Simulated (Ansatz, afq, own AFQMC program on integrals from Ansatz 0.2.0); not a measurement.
Two steps: Ansatz 0.2.0 writes the Fock matrix and Cholesky factors of the valence space, and afq projects on them the lowest state that overlaps trial and start.

```yaml
crystal:
  periodic: [false, false, false]
  atoms:
    - {symbol: C, position_ang: [0.000000, 0.000000, 0.000000]}
    - {symbol: H, position_ang: [0.000000, 0.000000, 1.122532]}
basis:
  gaussian: {orbitals: cc-pVQZ}
total_charge: 1
magnetization: {spin_polarized: true, initial_magnetization: 2}
correlation: {method: ccsd_t, electrons: outside_noble_gas, hamiltonian_folder: ham}
```

```sh
$ ansatz run in.yaml --threads 1 --pin off --events-out ev --progress --plain --max-ram 16896MiB --backend cuda --devices 0, --max-vram 18GiB
```

Options of the walk:

```
--method phaseless --trial cisd --walkers 1200 --populations 20 --least-time 60 --time-step 0.005 --steps-per-block 50 --equilibration-blocks 28 --max-blocks 4000 --target-error 0.00012 --factor-cut 1e-05 --start spin_pure --seed 9227 --release-times 0.24,0.51,0.99,1.62,2.4 --release-step 0.03 --release-every 3 --taylor-order 6
```

Times are imaginary, in 1/Eh. The walk had a cap of 241 s. With eight or more populations the least sampling time is a fifth of least-time, and the error comes from their spread.

Output of the walk:

```
orbitals 84  electrons 3 1  factors 498 of 498
reference energy -37.90527336 Eh
CCSD correlation -0.07909550 Eh in 10 cycles, weight of the determinant in the CISD state 0.9618
energy of the start -37.984366 Eh
 block  time / (1/Eh)  mean weight  energy / Eh
     1     0.250  1.0001  -37.984673
     2     0.500  1.0000  -37.985121
     3     0.750  1.0002  -37.985604
     4     1.000  0.9995  -37.985737
     5     1.250  0.9997  -37.985923
    10     2.500  0.9997  -37.986085
    15     3.750  0.9999  -37.986210
    20     5.000  1.0002  -37.986093
    25     6.250  1.0002  -37.986364
    30     7.500  0.9997  -37.986279
    35     8.750  1.0002  -37.986079
    40    10.000  1.0000  -37.986316
    42    10.500  1.0005  -37.986042
    45    11.250  1.0000  -37.986227
    50    12.500  1.0002  -37.986386
    55    13.750  0.9998  -37.986216
    60    15.000  0.9998  -37.986274
    65    16.250  1.0007  -37.986412
    66    16.500  0.9998  -37.989648
    70    17.500  1.0005  -37.986666
    75    18.750  1.0000  -37.986331
    78    19.500  0.9998  -37.986318
error from the spread of 20 populations
released: time / (1/Eh)  energy / Eh  error  mean overlap
  0.24  -37.986402  0.000046  0.9933
  0.51  -37.986383  0.000039  0.9922
  0.99  -37.986430  0.000030  0.9908
  1.62  -37.986473  0.000037  0.9749
  2.40  -37.986415  0.000036  0.9762
energy -37.986384 +/- 0.000074 Eh
(rows thinned)
```

The run passed its tests (sampling time, drift between the halves within three errors, error under three times the target), which doesn't prove that it has relaxed. The second half of the sampling lies below the first by 1.7 errors of their difference, so the energy may still be moving and its error bar be too small.

Against this walk (error 2.0 meV) on the same determinant: CCSD(T) 9.6 meV higher, CCSDT(Q) 1.5 meV lower (within the noise), full CI (a separate run on its own orbitals, whose frozen core shifts it by up to a few meV) 0.3 meV higher (within the noise). The error is statistical and leaves out the bias of the constraint. Released to 2.40 1/Eh the energy moves by -0.8 ± 2.3 meV (both errors), within twice the noise.

Cautions: constraint bias not in the error; lower spins were not checked; full CI with its own frozen core.

The walk took 50 s on 1 × NVIDIA H100 80GB HBM3 with 2 threads of AMD EPYC 7R13 Processor (Zen 3), on a shared host (the card was shared). The log's last line is the phaseless energy.

CCSDT and higher add their correlation energy to the determinant of the CCSD(T) run, since their own runs factorise the integrals more tightly (a shift of under 2 meV). A walk keeps the symmetry of its determinant, which the program's search chose and which needn't be the lowest solution, so a lower state of the same spin and another symmetry isn't excluded.
